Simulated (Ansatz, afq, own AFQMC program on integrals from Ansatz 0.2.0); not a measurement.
## B2H5, doublet in cc-pVDZ, levels against CCSDT(Q)

```yaml
atoms:
  - { symbol: B, position_ang: [-1.3370, 0.0000, 0.0000] }
  - { symbol: H, position_ang: [-1.9337, 1.0336, 0.0000] }
  - { symbol: H, position_ang: [-1.9337, -1.0336, 0.0000] }
  - { symbol: H, position_ang: [-0.0040, 0.0000, 0.0000] }
  - { symbol: B, position_ang: [1.3510, 0.0000, 0.0000] }
  - { symbol: H, position_ang: [1.8601, 0.0000, 1.0770] }
  - { symbol: H, position_ang: [1.8601, 0.0000, -1.0770] }
```

Basis cc-pVDZ. Noble-gas cores (and the filled d shells of Ga–Kr and In–Xe) are frozen. Ansatz 0.2.0 and our own AFQMC program on the same integrals; the CISD trial comes from CCSD amplitudes, and released means the phaseless constraint is let go. Uncertainties: one standard error, sampling alone.

Determinant: UHF, the one that the program's search chose, which needn't be the lowest solution. The geometry is a point of a scan.

No full CI on the walks' own integrals is used here; CCSDT(Q) serves as the reference and is uncertain by about the last step of the cluster series.

Cautions: the released energies are still falling, so no released level is given (meV from the phaseless value at times in 1/Eh: -3 ± 3 at 0.24, -5.5 ± 1.9 at 0.51, -7.6 ± 2.2 at 0.99, -9.1 ± 2.5 at 1.62, -17 ± 3 at 2.40).

* T1 diagnostic: 0.0107
* weight of the determinant in the CISD state: 0.890
* ⟨S²⟩ of the determinant: 0.766
* size of the correlated space: 11 electrons in 51 orbitals

Reference: CCSDT(Q), correlation energy -6.146 eV.

| level | E − E(reference) (kJ/mol) | share of correlation (%) |
| --- | --- | --- |
| HF | 593.0 | 0.00 |
| MP2 | 129.7 | 78.13 |
| CCSD | 14.9 | 97.48 |
| CCSD(T) | 3.0 | 99.50 |
| CCSDT | 0.4 | 99.93 |
| ph-AFQMC/CISD | 0.7 ± 0.3 | 99.87 |

A walk keeps the symmetry of its determinant, which the program's search chose and which needn't be the lowest solution, so a lower state of the same spin and another symmetry isn't excluded.
